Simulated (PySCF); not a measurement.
Method: PySCF energies plus ideal-gas RRHO corrections (1 bar). Table values come from the NASA 1993 polynomials. All species are closed-shell singlets. The harmonic model lacks anharmonicity and excited electronic states, which grow with temperature; levels with a mode under 35 cm⁻¹ are left out. Internal rotation in C₄H₈ (trans-2-butene) is treated as a harmonic vibration of one conformer, which makes the entropy rough. The table's entry may be an old estimate for C₄H₈ (trans-2-butene) (not checked at source).

Harmonic frequencies at PBE0/def2-TZVP (cm⁻¹): 180, 234, 248, 280, 503, 761, 882, 983, 1001, 1063, 1069, 1097, 1172, 1324, 1330, 1405, 1405, 1470, 1471, 1479, 1488, 1762, 3034, 3035, 3087, 3088, 3119, 3119, 3135, 3142. Point group C2h; S°(298 K) = 291.9 J/mol/K at this level.

Question: Work out Cp and S° of gaseous C₄H₈ (trans-2-butene) at 500, 800, 1200, 1600, 2000 K from these, and set them beside the table.

Answer: 
```tsv
T (K)	Cp PBE0/def2-TZVP	Cp table	S° PBE0/def2-TZVP	S° table
500	128.4	127.8	346.3	351.2
800	176.2	173.8	417.8	422.1
1200	215.2	210.4	497.4	500.3
1600	237.8	232.5	562.7	564.1
2000	251.3	246.5	617.3	617.6
```
Units J/mol/K.
